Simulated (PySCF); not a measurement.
**Working out the electron affinity of Li**

Li⁻ [He] 2s2 (1S) → Li [He] 2s1 (2S). Computed with PySCF 2.14 in def2-QZVPPD (6s4p2d1f, 35 functions), with the non-relativistic Hamiltonian (point nucleus). Frozen: nothing. Energies in hartree (1 hartree = 27.21139 eV):

```csv
part,Li⁻ (lower),Li (upper)
UHF,-7.425282,-7.432739
MP2 opposite-spin,-0.047975,-0.030310
MP2 same-spin,-0.000374,-0.000311
```

Question: What does Hartree-Fock give?

Answer: (-7.432739) − (-7.425282) = -0.007457 hartree = -0.203 eV.

Question: What do MP2 and SCS-MP2 (6/5 opposite-spin, 1/3 same-spin) give?

Answer: The opposite-spin parts differ by 0.481 eV and the same-spin parts by 0.002 eV. MP2: -0.203 + (0.481) + (0.002) = 0.280 eV. SCS-MP2: -0.203 + 1.2 × (0.481) + (0.002)/3 = 0.375 eV.

A first-order spin-orbit estimate adds 0.000 eV to MP2 (valence and next inner shell), giving 0.280 eV against 0.618 eV (measured; photodetachment measurements, as compiled on the Wikipedia data page of electron affinities).

What remains against the reference includes basis incompleteness and correlation beyond second order.
